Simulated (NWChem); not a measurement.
The numbers come from NWChem runs, not from measurements. System: N2, charge 0, spin multiplicity 3, at the geometry of a parent with another charge or spin, in a state set for the comparison that need not be this species' ground state. Its SCF solution wasn't tested for a lower state. Level: UMP2/def2-TZVP, 2 core orbitals frozen.

The NWChem input:

```
start mol
memory heap 200 mb stack 800 mb global 1000 mb
geometry units angstroms nocenter noautoz
  N      0.000000     0.000000     0.550196
  N      0.000000     0.000000    -0.550196
  symmetry group D2h
end
basis spherical
  * library def2-tzvp
end
scf
  uhf
  nopen 2
  maxiter 100
  thresh 1e-7
  semidirect memsize 60000000 filesize 0
  # guess.movecs holds the orbitals of an unrestricted PBE0 run
  vectors input guess.movecs output mol.movecs
end
mp2
  freeze core 2
end
task mp2 energy
```

Part of the output:

```
             Northwest Computational Chemistry Package (NWChem) 7.3.0
             --------------------------------------------------------

                                NWChem Input Module
                                -------------------

 Scaling coordinates for geometry "geometry" by  1.889725989
 (inverse scale =  0.529177249)

 Turning off AUTOSYM since
 SYMMETRY directive was detected!

                             Geometry "geometry" -> ""
                             -------------------------

 Output coordinates in angstroms (scale by  1.889725989 to convert to a.u.)

  No.       Tag          Charge          X              Y              Z
 ---- ---------------- ---------- -------------- -------------- --------------
    1 N                    7.0000     0.00000000     0.00000000     0.55019600
    2 N                    7.0000     0.00000000     0.00000000    -0.55019600

 Effective nuclear repulsion energy (a.u.)      23.5640437235

            Nuclear Dipole moment (a.u.)
            ----------------------------
        X                 Y               Z
 ---------------- ---------------- ----------------
     0.0000000000     0.0000000000     0.0000000000

      Symmetry information
      --------------------

 Group name             D2h
 Group number             26
 Group order               8
 No. of unique centers     1

      Symmetry unique atoms

     1


 Summary of "ao basis" -> "" (spherical)
 ------------------------------------------------------------------------------
       Tag                 Description            Shells   Functions and Types
 ---------------- ------------------------------  ------  ---------------------
 *                         def2-tzvp                  on all atoms

 Summary of "ao basis" -> "ao basis" (spherical)
 ------------------------------------------------------------------------------
       Tag                 Description            Shells   Functions and Types
 ---------------- ------------------------------  ------  ---------------------
 N                         def2-tzvp                11       31   5s3p2d1f

                                 NWChem SCF Module
                                 -----------------

  ao basis        = "ao basis"
  functions       =    62
  atoms           =     2
  alpha electrons =     8
  beta  electrons =     6
  charge          =   0.00
  wavefunction    = UHF
  use symmetry    = T
  symmetry adapt  = T

 Summary of "ao basis" -> "ao basis" (spherical)
 ------------------------------------------------------------------------------
       Tag                 Description            Shells   Functions and Types
 ---------------- ------------------------------  ------  ---------------------
 N                         def2-tzvp                11       31   5s3p2d1f

      Symmetry analysis of basis
      --------------------------

        ag         14
        au          3
        b1g         3
        b1u        14
        b2g         7
        b2u         7
        b3g         7
        b3u         7

 Forming initial guess at       0.2s

   Symmetry analysis of molecular orbitals - initial alpha
   -------------------------------------------------------

  Numbering of irreducible representations:

     1 ag          2 au          3 b1g         4 b1u         5 b2g
     6 b2u         7 b3g         8 b3u

  Orbital symmetries:

     1 ag          2 b1u         3 ag          4 b1u         5 b3u
     6 ag          7 b2u         8 b2g         9 b3g        10 ag
    11 b1u        12 b3u        13 b2u        14 ag         15 b2g
    16 b3g        17 b1u        18 b1u

   Symmetry analysis of molecular orbitals - initial beta
   ------------------------------------------------------

  Numbering of irreducible representations:

     1 ag          2 au          3 b1g         4 b1u         5 b2g
     6 b2u         7 b3g         8 b3u

  Orbital symmetries:

     1 ag          2 b1u         3 ag          4 b1u         5 b2u
     6 b3u         7 ag          8 b3g         9 b2g        10 ag
    11 b1u        12 b2u        13 b3u        14 ag         15 b3g
    16 b2g        17 b1u        18 b1u

 Starting SCF solution at       0.3s

 ----------------------------------------------
         Quadratically convergent UHF

 Convergence threshold     :          1.000E-07
 Maximum no. of iterations :          100
 Integral*density screening:          1.000E-09
 ----------------------------------------------

              iter       energy          gnorm     gmax       time
             ----- ------------------- --------- --------- --------
                 1     -108.6912879626  4.37D-01  1.16D-01      0.5
                 2     -108.7019570281  7.73D-02  2.12D-02      0.6
                 3     -108.7031004408  1.71D-03  6.44D-04      0.7
                 4     -108.7031010872  1.30D-06  4.12D-07      0.8
                 5     -108.7031010872  4.23D-09  1.62D-09      0.9

       Final UHF  results
       ------------------

         Total SCF energy =   -108.703101087197
      One electron energy =   -193.872300977446
      Two electron energy =     61.605156166753
 Nuclear repulsion energy =     23.564043723496

                       Sz =      1.0000
                 Sz(Sz+1) =      2.0000
                      S^2 =      2.0245

        Time for solution =      0.7s

       Symmetry analysis of molecular orbitals - alpha
       -----------------------------------------------

  Numbering of irreducible representations:

     1 ag          2 au          3 b1g         4 b1u         5 b2g
     6 b2u         7 b3g         8 b3u
[...]
    22      0.385298  1 N  d  0              53     -0.385298  2 N  d  0

                     UHF Final Beta Molecular Orbital Analysis
                     -----------------------------------------

 Vector    4  Occ=1.000000D+00  E=-5.944764D-01  Symmetry=b1u
              MO Center=  1.3D-31,  8.3D-32, -1.2D-16, r^2= 1.3D+00
   Bfn.  Coefficient  Atom+Function         Bfn.  Coefficient  Atom+Function
  ----- ------------  ---------------      ----- ------------  ---------------
     4      0.409572  1 N  s                 35     -0.409572  2 N  s
     5      0.305133  1 N  s                 36     -0.305133  2 N  s
     3      0.249263  1 N  s                 34     -0.249263  2 N  s
     2     -0.163426  1 N  s                 33      0.163426  2 N  s

 Vector    5  Occ=1.000000D+00  E=-5.925307D-01  Symmetry=b2u
              MO Center= -8.7D-18, -4.1D-18,  1.4D-16, r^2= 9.1D-01
   Bfn.  Coefficient  Atom+Function         Bfn.  Coefficient  Atom+Function
  ----- ------------  ---------------      ----- ------------  ---------------
     7      0.300661  1 N  py                38      0.300661  2 N  py
    10      0.272249  1 N  py                41      0.272249  2 N  py

 Vector    6  Occ=1.000000D+00  E=-5.485624D-01  Symmetry=b3u
              MO Center= -1.7D-13,  2.5D-17,  1.7D-15, r^2= 9.3D-01
   Bfn.  Coefficient  Atom+Function         Bfn.  Coefficient  Atom+Function
  ----- ------------  ---------------      ----- ------------  ---------------
     6      0.295802  1 N  px                37      0.295802  2 N  px
     9      0.265353  1 N  px                40      0.265353  2 N  px

 Vector    7  Occ=0.000000D+00  E=-1.118595D-01  Symmetry=ag
              MO Center=  1.8D-13,  5.3D-18, -2.5D-18, r^2= 1.7D+00
   Bfn.  Coefficient  Atom+Function         Bfn.  Coefficient  Atom+Function
  ----- ------------  ---------------      ----- ------------  ---------------
     5      0.350660  1 N  s                 36      0.350660  2 N  s
     8      0.293387  1 N  pz                39     -0.293387  2 N  pz
    11      0.221388  1 N  pz                42     -0.221388  2 N  pz
    14      0.215003  1 N  pz                45     -0.215003  2 N  pz

 Vector    8  Occ=0.000000D+00  E= 1.740141D-01  Symmetry=b3g
              MO Center= -3.6D-32,  9.2D-21, -2.6D-16, r^2= 2.0D+00
   Bfn.  Coefficient  Atom+Function         Bfn.  Coefficient  Atom+Function
  ----- ------------  ---------------      ----- ------------  ---------------
    13      0.779594  1 N  py                44     -0.779594  2 N  py
     7      0.287292  1 N  py                38     -0.287292  2 N  py
    10      0.251207  1 N  py                41     -0.251207  2 N  py

 Vector    9  Occ=0.000000D+00  E= 2.114556D-01  Symmetry=b2g
              MO Center= -8.8D-21, -1.2D-31, -1.9D-15, r^2= 2.1D+00
   Bfn.  Coefficient  Atom+Function         Bfn.  Coefficient  Atom+Function
  ----- ------------  ---------------      ----- ------------  ---------------
    12      0.851746  1 N  px                43     -0.851746  2 N  px
     6      0.274731  1 N  px                37     -0.274731  2 N  px
     9      0.222455  1 N  px                40     -0.222455  2 N  px

 center of mass
 --------------
 x =   0.00000000 y =   0.00000000 z =   0.00000000

 moments of inertia (a.u.)
 ------------------
          30.275113808623           0.000000000000           0.000000000000
           0.000000000000          30.275113808623           0.000000000000
           0.000000000000           0.000000000000           0.000000000000

  Mulliken analysis of the total density
  --------------------------------------

    Atom       Charge   Shell Charges
 -----------   ------   -------------------------------------------------------
    1 N    7     7.00   0.82  1.15  0.62  0.82  0.26  1.38  1.40  0.46  0.02  0.07  0.01
    2 N    7     7.00   0.82  1.15  0.62  0.82  0.26  1.38  1.40  0.46  0.02  0.07  0.01

  Mulliken analysis of the alpha density
  --------------------------------------

    Atom       Charge   Shell Charges
 -----------   ------   -------------------------------------------------------
    1 N    7     4.00   0.41  0.58  0.33  0.42  0.13  0.94  0.89  0.25  0.01  0.03  0.00
    2 N    7     4.00   0.41  0.58  0.33  0.42  0.13  0.94  0.89  0.25  0.01  0.03  0.00

   Mulliken analysis of the beta density
   -------------------------------------

    Atom       Charge   Shell Charges
 -----------   ------   -------------------------------------------------------
    1 N    7     3.00   0.41  0.58  0.29  0.40  0.13  0.44  0.51  0.21  0.01  0.04  0.00
    2 N    7     3.00   0.41  0.58  0.29  0.40  0.13  0.44  0.51  0.21  0.01  0.04  0.00

   Mulliken analysis of the spin density
   -------------------------------------

    Atom       Charge   Shell Charges
 -----------   ------   -------------------------------------------------------
    1 N    7     1.00   0.00 -0.00  0.04  0.02  0.01  0.50  0.38  0.04  0.00 -0.00  0.00
    2 N    7     1.00   0.00 -0.00  0.04  0.02  0.01  0.50  0.38  0.04  0.00 -0.00  0.00

       Multipole analysis of the density wrt the origin
       ------------------------------------------------

     L   x y z        total         alpha         beta         nuclear
     -   - - -        -----         -----         ----         -------
     0   0 0 0     -0.000000     -8.000000     -6.000000     14.000000

     1   1 0 0      0.000000      0.000000      0.000000      0.000000
     1   0 1 0     -0.000000     -0.000000     -0.000000      0.000000
     1   0 0 1     -0.000000      0.000000     -0.000000      0.000000

     2   2 0 0     -8.487997     -5.049624     -3.438373      0.000000
     2   1 1 0      0.000000      0.000000     -0.000000      0.000000
     2   1 0 1      0.000000     -0.000000      0.000000      0.000000
     2   0 2 0     -7.563388     -4.095831     -3.467557      0.000000
     2   0 1 1     -0.000000     -0.000000     -0.000000      0.000000
     2   0 0 2     -7.590209    -14.251985     -8.472463     15.134238

                   NWChem MP2 Semi-direct Energy/Gradient Module
                   ---------------------------------------------

  Basis functions       =     62
  Molecular orbitals    =     62
  Frozen core           =      2
  Frozen virtuals       =      0
  Active alpha occupied =      6
  Active beta occupied  =      4
  Active alpha virtual  =     54
  Active beta virtual   =     56
  Use MO symmetry       = T
  Use skeleton AO sym   = T

  AO/Fock/Back tols     =   1.0D-09  1.0D-09  1.0D-09

 GA uses MA = F    GA memory limited = T

 Available:
  local mem=  1.15D+08
 global mem=  1.31D+08
 local disk=  0.00D+00
  mp2_memr nvloc                    54
  nvloc new                    54
   1 passes of   6:        4194304                      24035                   2156970.
   1 passes of   6: M    114685098           G      131064312           F     110490794.

 Semi-direct pass number   1 of   1  for UHF alpha       at        1.1s
  vrange nnbf                  1952
  mp2_eaftype                    10  avail_ma_in_mb                   999
 EAF : mp2_eaftype filesize          10    1078485.
  mp2_eaf for mointskh                     10
Node 0 wrote      5.1 Mb in      0.0 s     Agg I/O rate:   997.1 Mb/s
 Done moints_semi at        2.0s
  mp2_eaftype                    10  avail_ma_in_mb                   989
 EAF : mp2_eaftype filesize          10    1078485.
  mp2_eaf for kh                    10
 Done maket at        2.1s
 Done multipass loop at        2.1s

 GA uses MA = F    GA memory limited = T

 Available:
  local mem=  1.15D+08
 global mem=  1.31D+08
 local disk=  0.00D+00
  mp2_memr nvloc                    56
  nvloc new                    56
   1 passes of   4:        4194304                      19037                   1493290.
   1 passes of   4: M    114685098           G      131064312           F     110490794.

 Semi-direct pass number   1 of   1  for UHF beta        at        2.1s
  vrange nnbf                  1952
  mp2_eaftype                    10  avail_ma_in_mb                   999
 EAF : mp2_eaftype filesize          10     746645.
  mp2_eaf for mointskh                     10
Node 0 wrote      3.5 Mb in      0.0 s     Agg I/O rate:  1028.5 Mb/s
 Done moints_semi at        3.2s
  mp2_eaftype                    10  avail_ma_in_mb                   989
 EAF : mp2_eaftype filesize          10     746645.
  mp2_eaf for kh                    10
 Done maket at        3.2s
 Done multipass loop at        3.2s

          -------------------------------------------
          SCF energy                -108.703101087197
          Correlation energy          -0.355568814980
          Singlet pairs                0.000000000000
          Triplet pairs                0.000000000000
          Total MP2 energy          -109.058669902177
          -------------------------------------------

          ---------------------------------------------------
                    Spin Component Scaled (SCS) MP2
          Same spin pairs                     -0.097077532544
          Same spin scaling factor             0.333333333333
          Opposite spin pairs                 -0.258491282436
          Opposite spin scaling fact.          1.200000000000
          SCS-MP2 correlation energy          -0.342548716438
          Total SCS-MP2 energy              -109.045649803635
          ---------------------------------------------------

 -----------------------
 Performance information
 -----------------------

 Timer overhead =  2.19D-07 seconds/call

               Nr. of calls         CPU time (s)                 Wall time (s)                GFlops
             ---------------    -------------------     ------------------------------   -------------------
Name         Min   Avg   Max    Min     Avg     Max     Min     Avg     Max   Mx/calls   Min     Max     Sum
mp2: moin     2     2     2    2.0     2.0     2.0      2.0     2.0     2.0    0.98      0.0     0.0     0.0
mp2: make     2     2     2   0.10    0.10    0.10     0.10    0.10    0.10    5.17E-2   0.0     0.0     0.0
mp2: tota     1     1     1    2.2     2.2     2.2      2.2     2.2     2.2     2.2      0.0     0.0     0.0

 The average no. of pstat calls per process was 5.00D+00
 with a timing overhead of 1.10D-06s

 Task  times  cpu:        3.1s     wall:        3.1s

 Total times  cpu:        3.2s     wall:        3.2s
```
